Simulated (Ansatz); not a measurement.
**C2HF: two geometries relaxed**

Method: RKS PBE-D4/def2-SVP, in Ansatz 0.2.0.

## Step 1: The starting structure

Bond lengths: C1–C2 1.135 Å, C2–F3 1.317 Å, C1–H4 1.096 Å. Angles: C1–C2–F3 179.0°, C2–C1–H4 177.6°.

Structure file:

```xyz
4

C    -0.3451    0.4088   -0.2877
C     0.2944   -0.3735    0.2303
F     1.0393   -1.2914    0.8111
H    -0.9331    1.1958   -0.7740
```

## Step 2: Relaxing end A

input.yaml reads:

```yaml
crystal:
  periodic: [false, false, false]
  atoms:
    - { symbol: C, position_ang: [-0.3451, 0.4088, -0.2877] }
    - { symbol: C, position_ang: [0.2944, -0.3735, 0.2303] }
    - { symbol: F, position_ang: [1.0393, -1.2914, 0.8111] }
    - { symbol: H, position_ang: [-0.9331, 1.1958, -0.774] }
basis:
  gaussian: { orbitals: def2-SVP }
hamiltonian:
  xc: pbe
  dispersion: d4
relax:
  f_tol: 0.02
  max_steps: 50
output:
  orbitals: {}
```

Started as:

```console
> ansatz run input.yaml --threads 1 --pin off --max-ram 2048MiB --backend cpu --events-out ev --progress --plain --runs-dir out
```

**Question.** How long does this run take on 1 thread of an Arm CPU, shared host, and how much memory does it need?

About 3.6 s, with a peak of 0.1 GiB.
